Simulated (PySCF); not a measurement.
Compound: 3-methyl-1-butene, C5H10.
Bonds: C1–C2 (double), C2–C3, C3–C4, C3–C5. Hydrogens: H6, H7 on C1; H8 on C2; H9 on C3; H10, H11, H12 on C4; H13, H14, H15 on C5.

Method: PBE0-D3(BJ)/def2-TZVP geometry optimisation, gas phase (PySCF 2.14.0); density fitting, grid level 2; the optimiser is geomeTRIC in internal coordinates, started from a GFN2-xTB structure with every atom displaced at random (about 0.01 Å).

Step 0: E = -5343.2062 eV
```
atom  x, y, z in Å  |  force x, y, z in eV/Å
C1      2.2714    0.0788   -0.1177   -1.558   0.388  -0.580
C2      1.0552   -0.1338    0.3984    0.615   0.191  -0.907
C3     -0.2606    0.1078   -0.3133    0.904  -0.321   1.022
C4     -1.0379    1.1442    0.4677   -1.852  -0.811  -0.069
C5     -1.0146   -1.2089   -0.4494   -0.438   0.841   0.417
H6      2.3568    0.4949   -1.1252    0.095  -0.166   0.179
H7      3.1709   -0.0862    0.4182    0.682  -0.203   0.495
H8      0.9874   -0.5129    1.4024   -0.147  -0.205   0.477
H9     -0.0383    0.5105   -1.2854    0.129   0.148  -0.668
H10    -0.5298    2.0732    0.5738    0.554   0.771   0.010
H11    -2.0183    1.3304   -0.0359    0.604   0.008   0.318
H12    -1.2898    0.7702    1.4750    0.156   0.097  -0.221
H13    -1.2629   -1.6062    0.5330    0.058  -0.132   0.176
H14    -0.4450   -1.9308   -0.9874    0.492  -0.629  -0.426
H15    -1.9549   -1.0506   -0.9642   -0.294   0.022  -0.224
```

Step 1: E = -5343.2892 eV
```
atom  x, y, z in Å  |  force x, y, z in eV/Å
C1      2.2519    0.1854   -0.0938    0.372  -0.139  -0.013
C2      1.0743   -0.1936    0.3735   -0.205   0.130   0.178
C3     -0.2361    0.0528   -0.3058    0.025   0.100  -0.118
C4     -1.0218    1.1246    0.4442    0.197   0.200   0.014
C5     -1.0689   -1.2157   -0.4256    0.056  -0.138  -0.092
H6      2.3499    0.6690   -1.0613   -0.024  -0.005  -0.005
H7      3.1752    0.0063    0.4565   -0.182   0.060  -0.063
H8      1.0130   -0.6506    1.3627    0.021  -0.075  -0.069
H9     -0.0189    0.4347   -1.3136   -0.036  -0.061   0.071
H10    -0.4367    2.0489    0.5321   -0.124  -0.142  -0.010
H11    -1.9521    1.3518   -0.0783   -0.079   0.021   0.000
H12    -1.2722    0.7880    1.4535   -0.014  -0.006   0.032
H13    -1.2982   -1.6196    0.5643    0.007  -0.022   0.027
H14    -0.5503   -1.9939   -0.9950   -0.020   0.078   0.055
H15    -2.0196   -1.0074   -0.9231    0.007  -0.001  -0.006
```

Q: Estimate the geometry and energy of step 2. (The exact step hangs on the optimiser's Hessian estimate; all steps are aligned on step 1, rigid shifts and turns removed.)

A: E = -5343.2974 eV, largest force 0.163 eV/Å
```
atom  x, y, z in Å  |  force x, y, z in eV/Å
C1      2.2631    0.1615   -0.0975   -0.032  -0.034  -0.109
C2      1.0683   -0.1742    0.3669   -0.018   0.004   0.162
C3     -0.2446    0.0712   -0.3078    0.058   0.088  -0.066
C4     -1.0363    1.1376    0.4491    0.041   0.000  -0.010
C5     -1.0542   -1.2142   -0.4261   -0.002  -0.041  -0.011
H6      2.3763    0.6299   -1.0709    0.007   0.024   0.004
H7      3.1711   -0.0253    0.4651   -0.037  -0.012  -0.002
H8      1.0016   -0.6462    1.3477   -0.004  -0.007   0.016
H9     -0.0378    0.4497   -1.3162   -0.007  -0.001   0.006
H10    -0.4669    2.0660    0.5330   -0.014  -0.020  -0.012
H11    -1.9783    1.3555   -0.0610   -0.004  -0.012   0.010
H12    -1.2739    0.7978    1.4616    0.000  -0.004   0.002
H13    -1.2707   -1.6260    0.5644    0.005  -0.002   0.000
H14    -0.5184   -1.9765   -0.9962    0.008   0.018   0.009
H15    -2.0098   -1.0261   -0.9221    0.000  -0.001   0.000
```

The energy changes by -0.0081 eV. The first-order estimate −F·Δx gives -0.0152 eV and the mean of the old and new forces, exact on a quadratic surface, -0.0081 eV. The step makes an angle of 78° with the force vector and moves no atom by more than 0.048 Å.

What follows is the cost of the whole optimisation. Hardware: an Intel Xeon at 2.50 GHz with 2 threads, no GPU, shared host with 64 logical CPUs at a one-minute load of 64. Cost: 4.7 min wall, 10 min CPU, 1.1 GiB resident at most.
